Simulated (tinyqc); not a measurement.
Ways to converge the cycle: SCF convergence aids in the sto-3g basis, for H2O, spin multiplicity 1. Computed by the program tinyqc with PySCF. RHF with one setting changed at a time; a run stops when the energy changes by less than 1e-09 hartree and the error matrix is below 1e-5. The start is the Wolfsberg-Helmholz matrix. Damping d keeps d of the old density; a shift (hartree) raises the virtual levels; DIIS n extrapolates F over n matrices.

Geometry (angstrom):
```
atom       x        y       z
O     0.0000   0.0000  0.0000
H     0.0000   0.8230  0.7550
H     0.0000  -0.8230  0.7550
```

lowest restricted solution found by these runs and by PySCF = -74.937178 hartree

Largest element of the error matrix X^T (FDS - SDF) X:
```
iteration    plain  damping 0.3  damping 0.6  shift 0.4   DIIS 3   DIIS 8
1          4.8e-01      4.8e-01      4.8e-01    4.8e-01  4.8e-01  4.8e-01
2          1.2e-01      1.5e-01      2.8e-01    1.8e-01  1.2e-01  1.2e-01
3          3.4e-02      8.4e-02      1.6e-01    9.5e-02  3.6e-02  3.6e-02
4          1.1e-02      4.4e-02      1.1e-01    4.7e-02  6.8e-03  6.8e-03
5          3.9e-03      2.3e-02      8.3e-02    2.3e-02  2.3e-03  2.1e-03
6          1.5e-03      1.2e-02      6.1e-02    1.2e-02  8.4e-04  3.4e-05
8          3.5e-04      3.6e-03      3.2e-02    3.4e-03  1.5e-05  1.1e-09
10         8.7e-05      1.1e-03      1.7e-02    1.3e-03        -        -
14         5.1e-06      1.5e-04      4.9e-03    2.2e-04        -        -
20               -      1.1e-05      8.3e-04    1.5e-05        -        -
30               -            -      5.8e-05          -        -        -
```

How each run ends:
```
run          iterations  E (hartree)         state
plain                14   -74.937178  lowest found
damping 0.3          21   -74.937178  lowest found
damping 0.6          41   -74.937178  lowest found
shift 0.4            21   -74.937178  lowest found
DIIS 3                9   -74.937178  lowest found
DIIS 8                8   -74.937178  lowest found
```

What does the comparison show, and why?

6 of 6 runs reach the lowest restricted solution found, in 8 to 41 iterations (fastest: DIIS 8). Plain steps already contract here, so damping only slows them. DIIS 3 and DIIS 8 gain by cancelling the error over several earlier matrices, much as a quasi-Newton step does.
